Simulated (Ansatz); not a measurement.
**Hydrogen abstraction**

Start structure (SiH5, doublet), relaxed at PBE0-D4/def2-TZVP:

```
6
angstrom
H -0.6364 -0.3426 -0.1250
Si 0.6506 0.3583 0.1132
H -3.2530 -1.7913 -0.5664
H 0.6836 0.8724 1.5057
H 0.7799 1.4923 -0.8364
H 1.7754 -0.5891 -0.0911
```

The step: SiH₄ + H → SiH₃ + H₂; bonds formed: H1–H3; bonds broken: H1–Si2. Computed with Ansatz 0.2.0 (basis: def2-TZVPP and def2-QZVPP); correlated methods freeze the cores; orbitals are unrestricted. Extrapolation: Hartree–Fock as exp(−7.88 √X), correlation as X^−2.97. Energies below are by CCSD(T) at an estimated basis limit (MP2 extrapolated from triple and quadruple zeta, plus CCSD(T) − MP2 in triple zeta).

Problem. What are the electronic barrier and the energy of the step, from the start structure to the end structure? (To be estimated.)

Solution. Computed: Barrier 4.65 kcal/mol; step energy -12.84 kcal/mol (downhill); reverse barrier, their difference, 17.49 kcal/mol. Barrier and step energy count from the start structure, the reverse barrier from the end structure.

The saddle point: One imaginary mode of 694i cm⁻¹.
```tsv
pair	start (Å)	saddle (Å)	end (Å)
H1–H3	3.02	1.33	0.75
H1–Si2	1.48	1.55	3.47
```

Zero-point energy (harmonic, PBE0-D4): ZPE is 19.58 kcal/mol at the start and 19.07 kcal/mol at the saddle, so the barrier goes from 4.65 to 4.14 kcal/mol.

T1 diagnostic: at most 0.015. ⟨S²⟩ of the unrestricted Hartree–Fock references: 0.75 to 0.76 (a pure state has 0.75). The end structure is not quite a true minimum (one mode of 27i cm⁻¹).

Radical steps of this kind take place in plasma deposition and etching.

For scale, one of the runs: CCSD(T)/def2-TZVPP, 112 basis functions, launched by `ansatz run in.yaml --threads 2 --pin off --events-out ev --progress --plain --max-ram 4352MiB`. The run took 5.5 s on 2 CPU threads of an Arm Neoverse V2 (shared host), with 0.78 GiB of host memory at its peak.
